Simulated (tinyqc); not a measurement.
Inside a calculation. Method: harmonic frequencies on the UHF/sto-3g surface (energies and gradients from PySCF), for NH3+, spin multiplicity 2. One step of it, computed by the program tinyqc.

Task: One row of the Hessian: 2Hx. Displace 2Hx by +/-0.005 bohr; H(k, :) = (g(+) - g(-)) / (2 delta).

optimised positions (bohr):
```
,x,y,z
1N,0.035429,-0.000946,0.103877
2H,2.031359,-0.031755,0.128247
3H,-0.934979,1.741570,0.018673
4H,-0.990079,-1.712648,0.164943
```

gradient at +delta (hartree/bohr):
```
,x,y,z
1N,-0.00260982,0.00003368,-0.00003478
2H,0.00259290,-0.00003517,0.00003246
3H,0.00001041,-0.00001730,0.00000195
4H,0.00000651,0.00001880,0.00000036
```

gradient at -delta (hartree/bohr):
```
,x,y,z
1N,0.00265238,-0.00003307,0.00002664
2H,-0.00264490,0.00003588,-0.00003033
3H,-0.00000556,0.00001438,0.00000115
4H,-0.00000192,-0.00001719,0.00000254
```

Give: row of the Hessian.

Result:

row of the Hessian (hartree/bohr^2): 1Nx -0.52622, 1Ny 0.00667, 1Nz -0.00614, 2Hx 0.52378, 2Hy -0.00711, 2Hz 0.00628, 3Hx 0.00160, 3Hy -0.00317, 3Hz 0.00008, 4Hx 0.00084, 4Hy 0.00360, 4Hz -0.00022
